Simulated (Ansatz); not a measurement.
Geometry optimisation, RKS B3LYP/def2-SVPD in Ansatz.

Input file:

```yaml
crystal:
  periodic: [false, false, false]
  atoms:
    - { symbol: B, position_ang: [0.259295, -0.035065, 0.286905] }
    - { symbol: H, position_ang: [-0.01478, -0.680667, 1.25128] }
    - { symbol: "N", position_ang: [1.675554, 0.038841, -0.07463] }
    - { symbol: H, position_ang: [2.398407, -0.428079, 0.455759] }
    - { symbol: H, position_ang: [2.014918, 0.558679, -0.872599] }
    - { symbol: H, position_ang: [-0.542094, 0.546291, -0.391313] }
basis:
  gaussian: { orbitals: def2-SVPD }
hamiltonian:
  xc: b3lyp
relax:
  f_tol: 0.03
  max_steps: 50
```

Command:

```bash
$ ansatz run input.yaml --threads 1 --pin off --max-ram 2048MiB --backend cpu --events-out ev --progress --plain --runs-dir out
```

Problem. Where does it end, and by what steps?

Solution. The run converged. After 4 steps the energy has fallen by 0.100 eV; B1 moved furthest, 0.04 Å.

```json
{"step": "0", "energy less start (eV)": "0.0000", "largest force component (eV/Å)": "2.584", "accepted": "yes"}
{"step": "1", "energy less start (eV)": "-0.0858", "largest force component (eV/Å)": "1.076", "accepted": "yes"}
{"step": "2", "energy less start (eV)": "-0.0992", "largest force component (eV/Å)": "0.119", "accepted": "yes"}
{"step": "3", "energy less start (eV)": "-0.0996", "largest force component (eV/Å)": "0.043", "accepted": "yes"}
{"step": "4", "energy less start (eV)": "-0.0996", "largest force component (eV/Å)": "0.011", "accepted": "yes"}
```

```xyz
6
Properties=species:S:1:pos:R:3
B 0.303 -0.036 0.281
H -0.016 -0.679 1.249
N 1.648 0.038 -0.068
H 2.382 -0.424 0.453
H 1.986 0.558 -0.866
H -0.509 0.543 -0.393
```

Whether the end is a true minimum wasn't checked by a vibrational analysis.

Run time: 3.6 s on 1 thread of Intel(R) Xeon(R) 6975P-C (Granite Rapids), with other jobs on the host, peak memory 0.13 GiB.
